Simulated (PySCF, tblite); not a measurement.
# C₅H₁₁S radical: geometry, infrared bands and EPR parameters

Wanted: the infrared bands and EPR parameters of C₅H₁₁S radical (`CCC[CH]CS`), by calculation.

The runs use tblite 0.8.0 and PySCF 2.14.0, with density-fitted response routines of our own; the level of theory stands in each step. All values are computed, except where a source is named. Atoms are numbered from 0 throughout.

### Step 1. The molecule as given

17 atoms, charge 0, multiplicity 2; geometry from: force field or distance geometry start.

Bonds of the start (Å): C0–C1 1.51, C1–C2 1.55, C2–C3 1.49, C3–C4 1.50, C4–S5 1.81, C0–H6 1.10, C0–H7 1.09, C0–H8 1.09, C1–H9 1.09, C1–H10 1.09, C2–H11 1.09, C2–H12 1.10, C3–H13 1.08, C4–H14 1.09, C4–H15 1.09, S5–H16 1.34.

### Step 2. Geometry optimisation with GFN2-xTB

The job: settings as JSON, then the geometry in Å.

```
{"job": {"kind": "relax", "xc": "GFN2-xTB", "basis": "xTB"}, "charge": 0, "multiplicity": 2}
C     -2.336100     1.148200    -0.329700
C     -1.183800     0.421800    -0.983000
C     -0.239700    -0.190600     0.082300
C      0.904000    -0.894500    -0.556900
C      2.124500    -1.200000     0.256200
S      3.475300    -0.160000    -0.344200
H     -2.997100     1.577700    -1.102100
H     -2.936100     0.477300     0.292500
H     -1.985500     1.967300     0.305800
H     -1.574800    -0.372300    -1.623100
H     -0.625300     1.114500    -1.611100
H      0.121800     0.606500     0.734200
H     -0.811000    -0.893000     0.714100
H      0.801400    -1.359700    -1.529900
H      1.960300    -1.001500     1.316300
H      2.399000    -2.249000     0.143000
H      2.896100     1.019400    -0.068600
```

Started as:

```console
> OMP_NUM_THREADS=1 python probes_run.py task.json out
```

This one command runs all jobs of the session in turn.

**Question.** This job is followed by: GFN2-xTB harmonic vibrations, gas phase; UKS B3LYP, pcH-1 on C H S, non-relativistic, mean-field spin-orbit, GIAO. What will the session give for the following? strongest single infrared mode (GFN2-xTB); zero-point energy (GFN2-xTB); g(iso) (B3LYP); ⟨S²⟩; largest a(iso) (averaged by class); potential on the surface of density 0.002 e/bohr³, 1st and 99th percentile.

**Answer**, as computed:

```
                                                                  quantity                  value
                                 strongest single infrared mode (GFN2-xTB)  2450 cm⁻¹, 138 km/mol
                                              zero-point energy (GFN2-xTB)          89.8 kcal/mol
                                                            g(iso) (B3LYP)                2.00246
                                                                      ⟨S²⟩     0.757 (exact 0.75)
                                        largest a(iso) (averaged by class)    13C on C3, 81.8 MHz
potential on the surface of density 0.002 e/bohr³, 1st and 99th percentile     -1.10 V and 0.98 V
```

In words: Relaxing lowered the energy by 0.220 eV in 142 steps; the close pair that moved most is C4–S5, from 1.807 to 1.950 Å. No mode is imaginary among the 45: a minimum at this level. The strongest single mode, at 2450 cm⁻¹, moves mainly H16. GFN2-xTB is a fitted tight-binding method: band positions and strengths are rough. Its intensities can rank the bands wrongly. C3 carries the largest spin population, 0.91 e. The isotropic g lies 0.1 ppt above the free-electron value. These values are for one conformer; the search (at its own cheap level) found 2 more, at 0.37, 0.75 kcal/mol, and measured spectra average over such forms.
